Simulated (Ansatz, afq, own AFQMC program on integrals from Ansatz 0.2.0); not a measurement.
Two steps: Ansatz 0.2.0 writes the Fock matrix and Cholesky factors of the valence space, and afq projects on them the lowest state that overlaps trial and start.

```yaml
crystal:
  periodic: [false, false, false]
  atoms:
    - {symbol: Si, position_ang: [0.000000, -0.150229, 1.799652]}
    - {symbol: Ge, position_ang: [0.000000, 0.060861, -0.712495]}
    - {symbol: H, position_ang: [0.000000, 1.257142, 2.356533]}
    - {symbol: H, position_ang: [0.000000, -1.457226, -1.154576]}
basis:
  gaussian: {orbitals: cc-pVDZ}
magnetization: {spin_polarized: false, initial_magnetization: 2}
correlation: {method: ccsd_t, electrons: outside_noble_gas, hamiltonian_folder: ham}
```

```sh
$ ansatz run in.yaml --threads 1 --pin off --events-out ev --progress --plain --max-ram 1382MiB
```

afq runs on the folder ham with

```
--method phaseless --trial cisd --walkers 60 --populations 1 --least-time 40 --time-step 0.005 --steps-per-block 50 --equilibration-blocks 28 --max-blocks 300 --target-error 0.00038 --factor-cut 1e-05 --start spin_pure --seed 5637 --release-times 0.24,0.51,0.99,1.62,2.4 --release-step 0.03 --release-every 4 --taylor-order 6
```

Times are imaginary, in 1/Eh. The walk had a cap of 1086 s. Filled inner d shells are frozen with the cores.

afq prints:

```
orbitals 36  electrons 6 4  factors 277 of 599
reference energy -2365.33739654 Eh
CCSD correlation -0.19291126 Eh in 14 cycles, weight of the determinant in the CISD state 0.7812
energy of the start -2365.530307 Eh
 block  time / (1/Eh)  mean weight  energy / Eh
     1     0.250  0.9997  -2365.527345
     2     0.500  1.0001  -2365.527657
     3     0.750  1.0001  -2365.528899
     4     1.000  0.9985  -2365.531110
     5     1.250  0.9990  -2365.531561
     9     2.250  0.9989  -2365.532553
    33     8.250  1.0015  -2365.540342
    65    16.250  0.9989  -2365.540010
    97    24.250  1.0021  -2365.551266
   105    26.250  0.9995  -2365.562096
   129    32.250  1.0008  -2365.538667
   145    36.250  0.9993  -2365.528832
   161    40.250  0.9989  -2365.541454
   193    48.250  1.0014  -2365.546222
   225    56.250  1.0009  -2365.537592
   257    64.250  1.0000  -2365.538629
   289    72.250  1.0009  -2365.536237
   321    80.250  1.0019  -2365.536982
blocks merged  error / Eh  count
     1  0.000291  300
     2  0.000372  150
     4  0.000459  75
     8  0.000563  37
    16  0.000712  18
    32  0.000700  9
released: time / (1/Eh)  energy / Eh  error  mean overlap
  0.24  -2365.540152  0.000653  1.0046
  0.51  -2365.540399  0.000492  0.9928
  0.99  -2365.540466  0.000481  1.0000
  1.62  -2365.540115  0.000497  1.0019
  2.40  -2365.541256  0.000615  0.9900
energy -2365.540127 +/- 0.000712 Eh
(rows thinned)
```

The run failed at least one of its tests; the cautions name the faults.

Against this walk (error 19.4 meV) on the same determinant: CCSD(T) 48.4 meV higher, CCSDT(Q) 36.7 meV lower (within the noise). The error is statistical and leaves out the bias of the constraint. None of these is a sure reference here. Released to 2.40 1/Eh the energy moves by -31 ± 26 meV (both errors), within twice the noise.

Cautions: constraint bias not in the error; error not settled; error above the target (19.4 against 10.3 meV); no relativity below Rb; no spin-orbit coupling; inner d shell frozen; lower spins were not checked; higher spins were not checked; strong correlation (T1 0.067, weight of the determinant 0.78, largest double 0.14); the bias of populations of 60 walkers isn't removed.

The walk took 5.1 min on 1 thread of Intel(R) Xeon(R) 6975P-C (Granite Rapids) (shared host). The log's last line is the phaseless energy.

CCSDT and higher add their correlation energy to the determinant of the CCSD(T) run, since their own runs factorise the integrals more tightly (a shift of under 2 meV). A walk keeps the symmetry of its determinant, which the program's search chose and which needn't be the lowest solution, so a lower state of the same spin and another symmetry isn't excluded.
